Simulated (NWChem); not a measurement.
System meant: hydrogen fluoride (HF); SMILES F

Input file for NWChem:

```
start job
memory heap 200 mb stack 900 mb global 1100 mb
geometry units angstroms noautoz
  F      0.000000     0.000000     0.094420
  H      0.000000     0.000000    -0.840355
end
basis spherical
  F library def2-svp
  H library def2-svp
end
dft
  xc b3lyp
  iterations 4
  mulliken
end
task dft energy
```

End of the output:

```
    Atom       Charge   Shell Charges
 -----------   ------   -------------------------------------------------------
    1 F    9     9.11   1.98  0.98  0.76  3.22  2.17  0.01
    2 H    1     0.89   0.52  0.15  0.22

 center of mass
 --------------
 x =   0.00000000 y =   0.00000000 z =   0.08766000

 moments of inertia (a.u.)
 ------------------
           2.986406038616           0.000000000000           0.000000000000
           0.000000000000           2.986406038616           0.000000000000
           0.000000000000           0.000000000000           0.000000000000

     Multipole analysis of the density
     ---------------------------------

     L   x y z        total         alpha         beta         nuclear
     -   - - -        -----         -----         ----         -------
     0   0 0 0     -0.000000     -5.000000     -5.000000     10.000000

     1   1 0 0     -0.000000     -0.000000     -0.000000      0.000000
     1   0 1 0     -0.000000     -0.000000     -0.000000      0.000000
     1   0 0 1     -0.733853     -0.366927     -0.366927     -0.000000

     2   2 0 0     -4.006688     -2.003344     -2.003344      0.000000
     2   1 1 0     -0.000000     -0.000000     -0.000000      0.000000
     2   1 0 1     -0.000000     -0.000000     -0.000000      0.000000
     2   0 2 0     -4.006688     -2.003344     -2.003344      0.000000
     2   0 1 1     -0.000000     -0.000000     -0.000000      0.000000
     2   0 0 2     -2.575820     -2.692095     -2.692095      2.808370

 ------------------------------------------------------------------------
 dft energy failed                                                                                  0
 ------------------------------------------------------------------------
 ------------------------------------------------------------------------
  current input line :
    16: task dft energy
 ------------------------------------------------------------------------
 ------------------------------------------------------------------------
 This type of error is most commonly associated with calculations not reaching convergence criteria
 ------------------------------------------------------------------------
 For more information see the NWChem manual at https://nwchemgit.github.io

0:dft energy failed:Received an Error in Communication
```

Can this run be used? If not, why, and what is the fix?

Convergence was not reached. Cause: the SCF was allowed too few iterations. This input runs:
```
start job
memory heap 200 mb stack 900 mb global 1100 mb
geometry units angstroms noautoz
  F      0.000000     0.000000     0.094420
  H      0.000000     0.000000    -0.840355
end
basis spherical
  * library def2-svp
end
dft
  xc b3lyp
  iterations 150
  mulliken
end
task dft energy
```
It converges to -100.35312 Ha (B3LYP/def2-SVP).
